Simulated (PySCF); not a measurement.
## Nonlinear optical response: 1-chlorobutadiene (C=C/C=C/Cl, C4H5Cl)

Geometry (Å), atoms numbered from 1 in this order:
```xyz
10

C    -1.4092   -1.2144    0.3906
C    -0.2340   -0.7391   -0.0206
C     0.1804    0.6360    0.1423
C     1.3615    1.0814   -0.2797
Cl    1.8742    2.7071   -0.0975
H    -1.6792   -2.2530    0.2480
H    -2.1354   -0.5758    0.8824
H     0.4711   -1.4066   -0.5103
H    -0.5070    1.3215    0.6291
H     2.0910    0.4500   -0.7717
```

Computed with PySCF, quadratic response CAM-B3LYP/def2-TZVPD first hyperpolarisability, Taylor convention, gas phase. Geometry: PBE0-D3(BJ)/def2-TZVP.

**Question.** Give β for the processes computed.

**Answer.** In 10⁻³⁰ esu, Taylor convention; the vector part is βᵢ = ⅓ Σⱼ (βᵢⱼⱼ + βⱼᵢⱼ + βⱼⱼᵢ); β∥ is 3/5 of the vector part along the dipole, the dipole points from − to +:
| process | λ (nm) | β vector norm | β∥ | β HRS | depolarisation ratio |
| --- | --- | --- | --- | --- | --- |
| static β(0;0,0) | ∞ | 2.50 | -1.39 | 0.98 | 6.03 |
| second harmonic β(−2ω;ω,ω) | 1907 | 2.73 | -1.52 | 1.08 | 5.99 |
| Pockels β(−ω;ω,0) | 1907 | 2.57 | -1.43 | – | – |
| second harmonic β(−2ω;ω,ω) | 1064 | 3.35 | -1.86 | 1.32 | 5.89 |
| Pockels β(−ω;ω,0) | 1064 | 2.74 | -1.52 | – | – |

**Question.** Which lowest excitations, dipole and polarisabilities go with it?

**Answer.** S1 5.55 eV (f = 0.780); S2 6.22 eV (f = 0.002); S3 6.43 eV (f = 0.001); dipole 1.45 D; isotropic α 72.3 au static, 72.7 au at 1907 nm, 73.5 au at 1064 nm, 73.9 au at 953.5 nm, 77.9 au at 532 nm.
